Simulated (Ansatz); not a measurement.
Input file:

```yaml
crystal:
  periodic: [false, false, false]
  atoms:
    - {symbol: Si, position_ang: [0.000000, -0.099697, 0.614355]}
    - {symbol: F, position_ang: [0.000000, 0.084478, -0.981128]}
    - {symbol: H, position_ang: [0.000000, 1.185681, 1.374490]}
basis:
  gaussian: {orbitals: 6-31G}
magnetization: {spin_polarized: false, initial_magnetization: 2}
hamiltonian: {pseudopotentials: {relativity: scalar}}
correlation: {method: ccsd(t), electrons: valence}
```

```sh
$ ansatz run in.yaml --threads 1 --pin off --events-out ev --progress --plain --max-ram 2393MiB
```

Problem. One thing in this input was set wrong on purpose, beside settings that are merely unusual. What is the gravest fault, and what does the program do?

Solution. A method name that the input doesn't accept. How the run ends: refused.
```
Error: YAML parse error: error: line 11 column 23: unknown variant `ccsd(t)`, expected one of mp2, rpa, ccsd, ccsd_t, bccd, bccd_t, ccsdt, ccsdt_q, ccsdt_q_b, ccsdtq, fci, sc_nevpt2, fic_nevpt4_sd, fic_mrcisd_q, fic_mrcisd_q_relaxed
  --> <input>:11:23
   |
 9 | magnetization: {spin_polarized: false, initial_magnetization: 2}
10 | hamiltonian: {pseudopotentials: {relativity: scalar}}
11 | correlation: {method: ccsd(t), electrons: valence}
   |                       ^ unknown variant `ccsd(t)`, expected one of mp2, rpa, ccsd, ccsd_t, bccd, bccd_t, ccsdt, ccsdt_q, ccsdt_q_b, ccsdtq, fci, sc_nevpt2, fic_nevpt4_sd, fic_mrcisd_q, fic_mrcisd_q_relaxed
```
